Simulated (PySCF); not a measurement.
Molfile (atoms numbered from 1):
```
H3N
     RDKit          3D

  4  3  0  0  0  0  0  0  0  0999 V2000
    0.0056    0.0027    0.2693 N   0  0  0  0  0  0  0  0  0  0  0  0
    0.9245   -0.1961   -0.1068 H   0  0  0  0  0  0  0  0  0  0  0  0
   -0.6303   -0.7005   -0.0865 H   0  0  0  0  0  0  0  0  0  0  0  0
   -0.2895    0.8987   -0.0989 H   0  0  0  0  0  0  0  0  0  0  0  0
  1  2  1  0
  1  3  1  0
  1  4  1  0
M  END
```

Geometry: GFN2-xTB; GIAO absolute shieldings from PySCF 2.14.0 with density-fitted response routines, gas phase, non-relativistic, averaged over equivalent atoms.

At CAM-B3LYP/IGLO-III (65 basis functions, about 0.8 core-seconds):
```csv
atoms,σ (ppm)
N1,262.3
H2/H3/H4,31.82
```

Problem. Estimate the result of repeating the calculation with BP86/IGLO-III.

Solution. 
| atoms | σ at BP86/IGLO-III | change |
| --- | --- | --- |
| N1 | 260.1 | -2.2 |
| H2/H3/H4 | 32.02 | +0.20 |

The largest change is at N1 (nitrogen bonded to 3 H). Cost: 65 basis functions, roughly 0.8 core-seconds.
